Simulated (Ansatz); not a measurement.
A made-up structure of CH$_{3}$AlCl, doublet:

```json
{"atom": "C1", "x (Å)": "-0.8991", "y (Å)": "-0.0535", "z (Å)": "-0.7903"}
{"atom": "Al2", "x (Å)": "0.6412", "y (Å)": "0.2060", "z (Å)": "0.6751"}
{"atom": "Cl3", "x (Å)": "2.2492", "y (Å)": "-1.4992", "z (Å)": "0.8927"}
{"atom": "H4", "x (Å)": "-0.9898", "y (Å)": "-1.0294", "z (Å)": "-1.5145"}
{"atom": "H5", "x (Å)": "-1.7831", "y (Å)": "0.7619", "z (Å)": "-0.9910"}
{"atom": "H6", "x (Å)": "0.7816", "y (Å)": "1.6142", "z (Å)": "1.7280"}
```

It is relaxed with PBE-D4/def2-SVP and then PBE0-D4/def2-TZVP (Ansatz 0.2.0). Atoms count as bonded within 1.22 times the sum of their covalent radii (H–H: 0.88 Å). The end point is not checked to be a true minimum.

Task: Does its bonding change? (Judge from chemistry; the calculation decides.)

Result: Computed: No: no bond forms or breaks.

Where it ends: The first stage lowers the energy by 1.10 eV in 4 steps. It ends as CH₃AlCl ([CH2][AlH][Cl]):
```tsv
atom	x (Å)	y (Å)	z (Å)
C1	-0.8027	-0.0479	-0.7056
Al2	0.5725	0.1838	0.6027
Cl3	2.0084	-1.3385	0.7973
H4	-0.8839	-0.9190	-1.3523
H5	-1.5919	0.6803	-0.8847
H6	0.6976	1.4413	1.5427
```

Labels in which every atom is bracketed show which atoms are joined, not bond orders.

For scale, one of the runs: PBE0-D4/def2-TZVP relaxation, 123 basis functions, launched by `ansatz run in.yaml --threads 2 --pin off --events-out ev --progress --plain --max-ram 4352MiB`. The run took about 10 s on 2 CPU threads of an Intel Xeon Platinum 8488C (shared host).
